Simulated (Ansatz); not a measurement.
`N=C1CC1N` + HCl → `N=C1CC1Cl` + NH₃ at 500 K and 1 bar (substitution at a C–N bond).

Isolated molecules relaxed with PBE0-D4/def2-TZVP in Ansatz; ΔE leaves out vibrations. CCSD(T)/CBS adds triple-zeta CCSD(T) − MP2 to the extrapolated MP2 energy (def2 sets, frozen cores). This one scheme is used for every species. Each species was taken in one conformer, which may not be the lowest.

| species | CCSD(T)/CBS energy (Eh) | H − E (kJ/mol) | S (J/(mol·K)) |
| --- | --- | --- | --- |
| `N=C1CC1N` | -227.08730 | 279.4 | 361.4 |
| HCl | -460.38127 | 32.5 | 201.9 |
| `N=C1CC1Cl` | -630.96256 | 206.8 | 354.9 |
| NH₃ | -56.50880 | 108.2 | 211.8 |

H − E and S are ideal-gas, rigid-rotor, harmonic terms from PBE0-D4/def2-TZVP, for one conformer and one mirror image of each species. 1 Eh = 2625.50 kJ/mol, R = 8.31446 J/(mol·K).

Problem. By hand: ΔE, ΔH, ΔS and ΔG.

Solution. ΔE = (-630.96256) + (-56.50880) − (-227.08730) − (-460.38127) = -0.00279 Eh = -7.3 kJ/mol. Δ(H − E) = 206.8 + 108.2 − 279.4 − 32.5 = 3.1, so ΔH = -4.2 kJ/mol. ΔS = 354.9 + 211.8 − 361.4 − 201.9 = 3.4 J/(mol·K). ΔG = -4.2 − 500 × (3.4)/1000 = -5.9 kJ/mol.

Problem. By hand: the equilibrium constant, and the temperature at which ΔG would vanish if ΔH and ΔS stayed fixed.

Solution. log₁₀ K = −ΔG/(RT ln 10) = 0.6. ΔH and −TΔS have one sign here, so there is no such temperature. One of them is within its doubt of zero, so this could turn.

TΔS isn't small against ΔH here. The sign of ΔG lies within the doubt. A doubt of 5 kJ/mol in ΔE shifts log₁₀ K by 0.5 here. Other conformers and mirror images would add mixing entropy, several J/(mol·K) or more a flexible species. These are equilibria of isolated gas molecules and say nothing of rates. Largest T1 diagnostic: 0.012 (customary marks: 0.02 for closed shells, 0.045 for open ones).
